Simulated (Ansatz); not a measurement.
A nudged elastic band was laid between two geometries of BFH2 + H4Si (9 atoms, charge 0, multiplicity 1).

Theory: Ansatz, RKS B3LYP/def2-SVP.

```yaml
movable_images: 9
climbing_image: yes
spring: 5.0 eV/Å²
optimiser: quadratic models (default)
start_path: through a guess of the saddle point
force_threshold: 0.05 eV/Å
iteration_limit: 60
end_points: relaxed
```

Initial state:

```xyz
9
Properties=species:S:1:pos:R:3
B -0.034 0.832 -0.123
F 0.010 1.607 0.945
H 1.015 0.505 -0.624
H -1.120 0.516 -0.544
Si 0.123 -2.895 1.160
H -0.668 -3.231 -0.057
H 1.550 -3.269 0.953
H -0.427 -3.622 2.338
H 0.035 -1.428 1.411
```

Final state:

```xyz
9
Properties=species:S:1:pos:R:3
B 0.072 -0.373 -0.143
F -0.042 0.337 1.667
H 1.067 0.205 -0.498
H -0.995 0.019 -0.547
Si 0.168 -2.299 0.494
H -0.760 -3.268 -0.161
H 1.520 -2.928 0.588
H -0.316 -2.203 1.942
H -0.230 -0.474 2.117
```

Q: Which bonds break or form, and what moves?

A: Bonds broken: B1–F2, Si5–H9. Bonds formed: B1–Si5, F2–H9. BFH2 + H4Si becomes BH5Si + FH.

Q: What energy profile does the band end with?

A: The forces met the threshold. The highest image is number 7 of 0 to 10, 2.29 eV above the first end and 0.54 eV above the last; the last end lies 1.76 eV above the first. A vibrational analysis at the climbing image gives one clearly imaginary mode, 1069i cm⁻¹: a first-order saddle point. The orbitals stay closed-shell, which can raise the energy where a bond breaks towards radicals; this wasn't checked here.

```tsv
image	path coordinate (Å)	energy (eV)	B1–F2 (Å)	Si5–H9 (Å)	B1–Si5 (Å)
0	0.00	0.00	1.32	1.49	3.94
1	0.49	0.00	1.32	1.49	3.91
2	0.99	0.00	1.32	1.49	3.66
3	1.48	0.03	1.32	1.49	3.36
4	1.97	0.10	1.33	1.49	3.04
5	2.46	0.32	1.35	1.50	2.69
6	2.95	1.16	1.44	1.61	2.35
7	3.44	2.29	1.67	1.96	2.14
8	4.32	1.85	1.93	2.68	2.03
9	5.20	1.77	2.04	2.84	2.02
10	6.08	1.76	1.95	2.47	2.03
```

Q: What is the geometry of the highest image?

A: 
```xyz
9
Properties=species:S:1:pos:R:3
B -0.119 -0.264 0.122
F 0.301 0.625 1.471
H 0.712 -0.073 -0.725
H -1.292 -0.106 -0.080
Si 0.129 -2.290 0.781
H -0.296 -2.838 -0.541
H 1.513 -2.758 1.083
H -0.794 -2.797 1.839
H 0.331 -0.484 1.507
```

Q: What are the harmonic wavenumbers there?

A: 1069i, 146, 327, 335, 443, 546, 620, 680, 799, 871, 890, 937, 954, 1126, 1138, 2064, 2215, 2223, 2224, 2586, 2703 cm⁻¹.

The band took 29 iterations and roughly 10 core-minutes.

Run time: 9.7 min on 1 thread of Arm Neoverse V1 (shared host), peak memory 0.16 GiB.
